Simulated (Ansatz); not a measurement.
Results of PBEsol (plane waves, PAW; Ansatz, an electronic-structure program) for 1T (CdI2-type) CdI2.

Numerical settings: plane-wave cutoff 560 eV, 12×12×6 k mesh (along the axes of the cell as run), perturbation theory, scalar-relativistic PAW data made under PBE.

Computed at the level's own relaxed cell.

```xyz
3
Lattice="4.2206 0.0000 0.0000 -2.1103 3.6552 0.0000 0.0000 0.0000 6.9748" Properties=species:S:1:pos:R:3 pbc="T T T"
Cd     0.0000     0.0000     0.0000
I      0.0000     2.4368     1.7038
I      2.1103     1.2184     5.2710
```

Harmonic phonon frequencies (cm⁻¹; i marks an imaginary mode; at Γ without the LO shift):

| q point | frequencies |
|---|---|
| Γ | 0 0 0 54 54 85 85 106 134 |
| M | 38 42 52 67 75 98 104 108 133 |
| K | 36 58 58 78 78 98 98 117 117 |

No imaginary mode appears at these points.

Note: the cell comes from a level without a dispersion term, which matters for the spacing of layers, chains or molecules; the cell has widely spaced layers and the level no dispersion term, so their spacing and the moduli can rest on weak binding.
